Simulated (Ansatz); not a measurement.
One change: `C=CCCC` becomes `CCCOC`.

Ansatz, PBE0-D4/def2-TZVP geometries, multiplicity 1. Each molecule was computed in one conformer, which needn't be the lowest.

| property | `C=CCCC` |
| --- | --- |
| HOMO–LUMO gap (PBE0/def2-TZVPP) / eV | 7.77 |
| HOMO energy (PBE/def2-TZVPP) / eV | -6.23 |
| LUMO energy (ωB97M-V/def2-TZVPP) / eV | 2.50 |
| LUMO energy (PBE0/def2-TZVPP) / eV | 0.42 |
| HOMO energy (B3LYP/def2-TZVPP) / eV | -7.12 |
| LUMO energy (PBE/def2-TZVPP) / eV | -0.63 |

Problem. Give the same properties after the change, and the shifts. (Best estimate.)

Solution. Computed: 
```csv
property,`CCCOC`,shift
HOMO–LUMO gap (PBE0/def2-TZVPP) / eV,8.64,0.87
HOMO energy (PBE/def2-TZVPP) / eV,-5.77,0.46
LUMO energy (ωB97M-V/def2-TZVPP) / eV,2.71,0.21
LUMO energy (PBE0/def2-TZVPP) / eV,1.29,0.87
HOMO energy (B3LYP/def2-TZVPP) / eV,-7.13,-0.01
LUMO energy (PBE/def2-TZVPP) / eV,0.49,1.12
```

B3LYP here is the variant with VWN-RPA as its local correlation; programs differ in this.
